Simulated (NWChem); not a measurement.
Everything below was run with NWChem. System: tetrafluoromethane (CF$_{4}$), charge 0, spin multiplicity 1, at a geometry optimised with PBE0/def2-SVP. Level: constrained B3LYP/def2-SVP, VWN1-RPA local correlation.

Output (cleaned and shortened):

```
             Northwest Computational Chemistry Package (NWChem) 7.3.0
             --------------------------------------------------------

                                NWChem Input Module
                                -------------------

 Scaling coordinates for geometry "geometry" by  1.889725989
 (inverse scale =  0.529177249)

                             Geometry "geometry" -> ""
                             -------------------------

 Output coordinates in angstroms (scale by  1.889725989 to convert to a.u.)

  No.       Tag          Charge          X              Y              Z
 ---- ---------------- ---------- -------------- -------------- --------------
    1 F                    9.0000     1.07423400     0.00000000    -0.75958900
    2 C                    6.0000     0.00000000     0.00000000     0.00000000
    3 F                    9.0000    -1.07423400     0.00000000    -0.75958900
    4 F                    9.0000     0.00000000    -1.07422700     0.75958900
    5 F                    9.0000     0.00000000     1.07422700     0.75958900

 Effective nuclear repulsion energy (a.u.)     206.5833605567

            Nuclear Dipole moment (a.u.)
            ----------------------------
        X                 Y               Z
 ---------------- ---------------- ----------------
     0.0000000000     0.0000000000     0.0000000000


 Summary of "ao basis" -> "" (spherical)
 ------------------------------------------------------------------------------
       Tag                 Description            Shells   Functions and Types
 ---------------- ------------------------------  ------  ---------------------
 *                          def2-svp                  on all atoms

                                 NWChem DFT Module
                                 -----------------

 Summary of "ao basis" -> "ao basis" (spherical)
 ------------------------------------------------------------------------------
       Tag                 Description            Shells   Functions and Types
 ---------------- ------------------------------  ------  ---------------------
 F                          def2-svp                 6       14   3s2p1d
 C                          def2-svp                 6       14   3s2p1d

 Summary of "ao basis" -> "ao basis" (spherical)
 ------------------------------------------------------------------------------
       Tag                 Description            Shells   Functions and Types
[...]
    60      0.208334  5 F  px                61     -0.208312  5 F  py
    51      0.189588  4 F  pz                65     -0.189588  5 F  pz

 Vector   22  Occ=0.000000D+00  E=-9.759666D-02
              MO Center=  5.9D-01, -2.4D-08, -4.2D-01, r^2= 2.3D+00
   Bfn.  Coefficient  Atom+Function         Bfn.  Coefficient  Atom+Function
  ----- ------------  ---------------      ----- ------------  ---------------
    17      2.006056  2 C  s                  3     -0.944528  1 F  s
    21      0.871532  2 C  px                23     -0.616266  2 C  pz
     7      0.447650  1 F  px                 2     -0.420885  1 F  s
    31     -0.384359  3 F  s                 45     -0.384362  4 F  s
    59     -0.384362  5 F  s                  9     -0.316530  1 F  pz

 Vector   23  Occ=0.000000D+00  E= 6.243184D-02
              MO Center=  1.4D-01,  6.9D-05, -1.4D-02, r^2= 1.9D+00
   Bfn.  Coefficient  Atom+Function         Bfn.  Coefficient  Atom+Function
  ----- ------------  ---------------      ----- ------------  ---------------
    23      1.083729  2 C  pz                31      0.811622  3 F  s
    21      0.766446  2 C  px                20      0.480712  2 C  pz
    45     -0.406374  4 F  s                 59     -0.405675  5 F  s
    35      0.372640  3 F  px                18      0.339525  2 C  px
    50     -0.274071  4 F  py                64      0.273902  5 F  py

 Vector   24  Occ=0.000000D+00  E= 6.243764D-02
              MO Center=  6.0D-02, -6.9D-05, -1.3D-01, r^2= 1.9D+00
   Bfn.  Coefficient  Atom+Function         Bfn.  Coefficient  Atom+Function
  ----- ------------  ---------------      ----- ------------  ---------------
    22      1.327364  2 C  py                45      0.702806  4 F  s
    59     -0.703209  5 F  s                 19      0.588529  2 C  py
    51     -0.335850  4 F  pz                65      0.335796  5 F  pz
    36     -0.304371  3 F  py                 5      0.299255  1 F  py
    48      0.236225  4 F  pz                62     -0.236189  5 F  pz

     ---------------------------------------------
      Total Density - Mulliken Population Analysis
     ---------------------------------------------

    Atom       Charge   Shell Charges
 -----------   ------   -------------------------------------------------------
    1 F    9     9.69   1.99  1.12  0.82  3.55  2.21  0.01
    2 C    6     5.27   1.98  0.82  0.01  1.70  0.52  0.22
    3 F    9     9.01   1.99  1.16  0.74  3.33  1.79  0.01
    4 F    9     9.01   1.99  1.16  0.74  3.33  1.79  0.01
    5 F    9     9.01   1.99  1.16  0.74  3.33  1.79  0.01

     -------------------------------------------
      Total Density - Lowdin Population Analysis
     -------------------------------------------

    Atom       Charge   Shell Charges
 -----------   ------   -------------------------------------------------------
    1 F    9     9.44   1.98  1.02  0.76  3.44  2.23  0.01
    2 C    6     5.74   1.96  0.54  0.27  1.52  0.95  0.50
    3 F    9     8.94   1.98  1.03  0.72  3.19  2.01  0.02
    4 F    9     8.94   1.98  1.03  0.72  3.19  2.01  0.02
    5 F    9     8.94   1.98  1.03  0.72  3.19  2.01  0.02

 center of mass
 --------------
 x =   0.00000000 y =   0.00000000 z =   0.00000000

 moments of inertia (a.u.)
 ------------------
         313.158654705022           0.000000000000           0.000000000000
           0.000000000000         313.160695362941           0.000000000000
           0.000000000000           0.000000000000         313.162425355430

     Multipole analysis of the density
     ---------------------------------

     L   x y z        total         alpha         beta         nuclear
     -   - - -        -----         -----         ----         -------
     0   0 0 0     -0.000000    -21.000000    -21.000000     42.000000

     1   1 0 0     -1.084288     -0.542144     -0.542144      0.000000
     1   0 1 0      0.000000      0.000000      0.000000      0.000000
     1   0 0 1      0.766702      0.383351      0.383351      0.000000

     2   2 0 0    -20.360921    -47.268849    -47.268849     74.176778
     2   1 1 0     -0.000000     -0.000000     -0.000000      0.000000
     2   1 0 1      1.769409      0.884704      0.884704      0.000000
     2   0 2 0    -17.858550    -46.017181    -46.017181     74.175811
     2   0 1 1      0.000000      0.000000      0.000000      0.000000
     2   0 0 2    -19.109689    -46.642341    -46.642341     74.174992

 Task  times  cpu:        0.9s     wall:        0.9s

 Total times  cpu:        0.9s     wall:        0.9s
```

### Question
Write an NWChem input that would produce this output.

### Answer
One answer among several that fit: 
```
start mol
memory heap 200 mb stack 900 mb global 1100 mb
geometry units angstroms nocenter noautoz noautosym
  F      1.074234     0.000000    -0.759589
  C      0.000000     0.000000    -0.000000
  F     -1.074234     0.000000    -0.759589
  F      0.000000    -1.074227     0.759589
  F      0.000000     1.074227     0.759589
end
basis spherical
  * library def2-svp
end
dft
  xc b3lyp
  semidirect memsize 60000000 filesize 0
  iterations 100
  convergence nolevelshifting
  cdft 1 1 charge -0.6 pop becke
end
task dft energy
```
